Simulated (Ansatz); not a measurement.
# Loss of H2: C3H5F3 → C3H3F3 + H2

Species: C3H5F3 (1,2,3-trifluoropropane) `FCC(F)CF`, singlet; C3H3F3 `F/C=C(/F)CF`, singlet; H2 (hydrogen), singlet. This is a balance of energies; it says nothing on the path, which may need atoms to shift.

Shapes, held fixed at every level: PBE0-D4/def2-TZVP. Flexible molecules stand in one conformer, not always the lowest. Programs: Ansatz 0.2.0. Electronic energies: no zero-point or thermal term.

```csv
level,kind,ΔE (kJ/mol),less CCSD(T)/CBS estimate
HF/def2-TZVPP,Hartree–Fock,+180.6,+7.0
PBE-D4/def2-TZVPP,GGA,+158.6,-15.0
PBE0-D4/def2-TZVPP,global hybrid,+177.9,+4.3
wB97X-V/def2-TZVPP,range-separated hybrid,+182.3,+8.7
B2PLYP/def2-TZVPP,double hybrid,+165.5,-8.1
MP2/def2-TZVPP,perturbation theory,+176.4,+2.8
CCSD/def2-TZVPP,coupled cluster or CI,+178.1,+4.5
CCSD(T)/CBS estimate,coupled cluster or CI,+173.6,0.0
```

The highest level, CCSD(T)/CBS estimate, gives ΔE = +173.6 kJ/mol; the levels span +158.6 to +182.3. The column of differences is taken from that level and isn't an error. No measured value is set beside it here. The CBS estimate extrapolates MP2 from def2-TZVPP and def2-QZVPP and adds CCSD(T) − MP2 in the triple-zeta set, cores frozen; for H2 it overshoots the exact energy by about 1 mEh.
